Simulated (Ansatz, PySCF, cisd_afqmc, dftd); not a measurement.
Reaction: Cl2 (SMILES ClCl) → 2 Cl (doublet) (the Cl-Cl bond breaks)
Each species at its own B3LYP-D3(BJ)/def2-TZVP minimum (Ansatz, a first-principles code).

Property: bond dissociation energy (enthalpy at 298 K, ideal-gas terms from PySCF's Hessians at B3LYP-D3(BJ)/def2-TZVP), in kcal/mol. UHF or UKS for unpaired electrons; spin-orbit terms are left out. Correlated methods leave the cores frozen. Rows without X2C or -DK are non-relativistic. AFQMC/CISD: phaseless, guided by CISD from CCSD amplitudes; bars are statistical, one sigma. Outlying blocks are dropped, and bars are widened where a walk drifts. Over all cases where full CI ran beside it in this data, AFQMC minus full CI had a median of +0.1 mEh and passed +0.4 mEh in a tenth of the cases. CBS(X,Y): correlation extrapolated as X^-3, Hartree-Fock from the larger set (Q,5: extrapolated as (X+1)exp(-9√X)). A bracket is a step between two methods taken in the basis named. The functionals are non-relativistic, so their misses hold any scalar relativity. 'core' is core correlation in cc-pwCVTZ (1s frozen past Ne), 'X2C' scalar relativity in cc-pVTZ-DK, both at CCSD(T).

From measured enthalpies of formation at 298 K: 58.0 kcal/mol (Active Thermochemical Tables 1.112 (ions: stationary electron), as tabulated in the package chemicals). The calculations leave out spin-orbit terms.

```tsv
level	program	bond dissociation energy (kcal/mol)	error against that value
r2SCAN-D4/def2-TZVPD	Ansatz + dftd4	59.6	1.6
PBE0-D4/def2-TZVPD	Ansatz + dftd4	60.0	2.0
MP2/cc-pV(D+d)Z	Ansatz	46.0	-12.0
MP2/cc-pV(T+d)Z	Ansatz	57.7	-0.3
MP2/cc-pV(5+d)Z	Ansatz	62.8	4.8
MP2/CBS(cc-pV(Q+d)Z,cc-pV(5+d)Z)	Ansatz	64.2	6.2
CCSD(T)/cc-pV(T+d)Z	Ansatz	53.2	-4.8
CCSDT(Q)/cc-pV(D+d)Z	Ansatz	43.7	-14.3
CCSDT(Q)/cc-pV(T+d)Z	Ansatz	53.4	-4.6
CCSDT(Q)/cc-pV(Q+d)Z	Ansatz	56.8	-1.2
AFQMC/CISD/cc-pV(D+d)Z	cisd_afqmc	43.9 ± 0.4	-14.1
CCSD(T)/CBS(cc-pV(Q+d)Z,cc-pV(5+d)Z) + [CCSDT(Q) - CCSD(T)]/cc-pV(D+d)Z + core + X2C	Ansatz	60.0	2.0
CCSD(T)/CBS(cc-pV(Q+d)Z,cc-pV(5+d)Z) + [CCSDT(Q) - CCSD(T)]/cc-pV(Q+d)Z + [CCSDTQ - CCSDT(Q)]/cc-pV(D+d)Z + core + X2C	Ansatz	59.8	1.8
```
